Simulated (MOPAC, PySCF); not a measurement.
# How well does each level of theory give the band gap of 3C-SiC?

Reference value: 2.53 eV (measured, zero-point renormalisation of 0.11 eV added back here (the table's ZPR column); inputs from Chen et al. (2018), doi:10.1103/physrevmaterials.2.073803).

| level (code) | value (eV) | cell (Å³/atom) | error (eV) |
|---|---|---|---|
| MNDO semi-empirical Hartree-Fock (MOPAC) | 9.20 | 10.35 | +6.67 |
| PM3 semi-empirical Hartree-Fock (MOPAC) | 6.34 | 10.35 | +3.81 |
| PM7 semi-empirical Hartree-Fock (MOPAC) | 7.71 | 11.25 | +5.18 |
| PBE (PySCF) | 1.34 ± 0.07 | 10.35 | -1.19 |
| PBE0 (PySCF) | 3.04 ± 0.04 | 10.35 | +0.51 |
| Hartree–Fock (PySCF) | 8.91 ± 0.2 | 10.35 | +6.38 |
| evGW@PBE (PySCF) | 2.62 ± 0.1 | 10.35 | +0.09 |
| G0W0@Hartree–Fock (PySCF) | 3.88 ± 0.1 | 10.35 | +1.35 |
| G0W0@PBE (PySCF) | 2.29 ± 0.10 | 10.35 | -0.24 |
| G0W0@PBE0 (PySCF) | 2.79 ± 0.09 | 10.35 | +0.26 |
| QSGW@PBE (PySCF) | 2.77 ± 0.1 | 10.35 | +0.24 |

Leaving aside MNDO semi-empirical Hartree-Fock (MOPAC) (doubt noted below), PM3 semi-empirical Hartree-Fock (MOPAC) (doubt noted below), PM7 semi-empirical Hartree-Fock (MOPAC) (doubt noted below): Once the reference is moved by up to 0.10 eV (a margin picked here for doubts on the reference and the settings) and values within 0.03 eV count as equal, the nearest can be evGW@PBE (+0.09 eV) or G0W0@PBE (-0.24 eV). Farthest off among them: Hartree–Fock (+6.38 eV). Within 1 eV: PBE0, evGW@PBE, G0W0@PBE, G0W0@PBE0, QSGW@PBE.

Density-functional gaps are differences of (generalised) Kohn–Sham levels of a static lattice; semilocal ones lie below quasiparticle gaps as a rule. Measured gaps hold zero-point and thermal shifts unless a correction is named.  A ± on a computed value is a rough bar: the spread of its extrapolation, a floor set from checks against published values, or a statistical error. MNDO semi-empirical Hartree-Fock (MOPAC), PM3 semi-empirical Hartree-Fock (MOPAC), PM7 semi-empirical Hartree-Fock (MOPAC): the gap is read on the k mesh or supercell of the run alone and can be too large. MNDO semi-empirical Hartree-Fock (MOPAC), PM3 semi-empirical Hartree-Fock (MOPAC), PM7 semi-empirical Hartree-Fock (MOPAC): the method was fitted mainly to molecules. MNDO semi-empirical Hartree-Fock (MOPAC), PM3 semi-empirical Hartree-Fock (MOPAC), PM7 semi-empirical Hartree-Fock (MOPAC): gaps of these semi-empirical methods are Hartree–Fock-like level differences, and their formation enthalpies are fitted 298 K values. Values are at the measured cell; PM7 semi-empirical Hartree-Fock (MOPAC) at the level's own equilibrium cell.

Differences are worked out from the printed values.
